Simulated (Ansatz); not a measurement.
System: 1T (CdI2-type) SnSe2. Method: r²SCAN (PAW; Ansatz, an electronic-structure program).

Numerical settings: plane-wave cutoff 560 eV, 12×12×6 k mesh (along the axes of the cell as run), Fermi–Dirac smearing 0.01 eV, scalar-relativistic PAW data made under PBE.

The cell is scaled about its equilibrium volume:

Shape and atoms are relaxed at each volume.

```json
[
 {"V (Å³/atom)": "26.685", "P (GPa)": "0.71", "direct gap at Γ (eV)": "1.618", "smallest gap on the k mesh (eV)": "0.998", "c (Å)": "6.306"},
 {"V (Å³/atom)": "27.241", "P (GPa)": "0.31", "direct gap at Γ (eV)": "1.702", "smallest gap on the k mesh (eV)": "1.007", "c (Å)": "6.417"},
 {"V (Å³/atom)": "27.797", "P (GPa)": "0.00", "direct gap at Γ (eV)": "1.700", "smallest gap on the k mesh (eV)": "1.019", "c (Å)": "6.528"},
 {"V (Å³/atom)": "28.353", "P (GPa)": "-0.21", "direct gap at Γ (eV)": "1.699", "smallest gap on the k mesh (eV)": "1.024", "c (Å)": "6.646"},
 {"V (Å³/atom)": "28.909", "P (GPa)": "-0.36", "direct gap at Γ (eV)": "1.704", "smallest gap on the k mesh (eV)": "1.028", "c (Å)": "6.767"}
]
```

The fundamental gap (0.99 eV at the equilibrium volume, with added k points) lies elsewhere than Γ–Γ.

Measured, for comparison: band gap 0.98 eV (temperature not stated, not corrected to a static lattice, indirect, sources range from 0.98 to 1.06; as tabulated in Gonzalez and Oleynik (2016), arXiv:1609.04381).

Note: the cell comes from a level without a dispersion term, which matters for the spacing of layers, chains or molecules.

Spin–orbit coupling is not included.
